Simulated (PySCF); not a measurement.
isobutene cation (C₄H₈), SMILES C=C(C)C (connectivity only; charge and spin as stated), charge +1, multiplicity 2.

Geometry: PBE-D3(BJ)/def2-SVP. The spin state was assumed, not searched.

These are PBE-D3(BJ)/def2-SVP (PySCF) values and carry that method's errors.

Frequencies are harmonic and unscaled.

Computed normal modes with their intensities:
| mode | ν (cm⁻¹) | IR (km/mol) | moving atoms (share of kinetic energy) |
|---|---|---|---|
| 1 | 81 | 3.6 | H 93 % |
| 2 | 163 | 5.6 | H 98 % |
| 3 | 224 | 0.8 | H 98 % |
| 4 | 401 | 0.3 | C 57 %, H 43 % |
| 5 | 404 | 3.1 | C 54 %, H 46 % |
| 6 | 433 | 10.4 | C 51 %, H 49 % |
| 7 | 727 | 7.0 | H 78 %, C 22 % |
| 8 | 837 | 17.0 | H 72 %, C 28 % |
| 9 | 847 | 2.8 | C 71 %, H 29 % |
| 10 | 930 | 0.1 | H 80 %, C 20 % |
| 11 | 949 | 41.7 | H 58 %, C 42 % |
| 12 | 990 | 7.9 | H 63 %, C 37 % |
| 13 | 998 | 13.4 | H 52 %, C 48 % |
| 14 | 1235 | 96.6 | H 90 %, C 10 % |
| 15 | 1246 | 28.1 | H 85 %, C 15 % |
| 16 | 1261 | 60.7 | H 87 %, C 13 % |
| 17 | 1293 | 76.9 | H 84 %, C 16 % |
| 18 | 1326 | 27.4 | H 62 %, C 38 % |
| 19 | 1360 | 5.5 | H 84 %, C 16 % |
| 20 | 1420 | 2.4 | H 85 %, C 15 % |
| 21 | 1435 | 39.9 | H 54 %, C 46 % |
| 22 | 1491 | 17.8 | C 72 %, H 28 % |
| 23 | 2862 | 192.9 | H 95 % |
| 24 | 2879 | 41.5 | H 94 % |
| 25 | 3018 | 3.8 | H 94 % |
| 26 | 3020 | 19.1 | H 94 % |
| 27 | 3073 | 17.4 | H 95 % |
| 28 | 3098 | 12.4 | H 90 %, C 10 % |
| 29 | 3101 | 1.7 | H 90 %, C 10 % |
| 30 | 3196 | 10.3 | H 89 %, C 11 % |
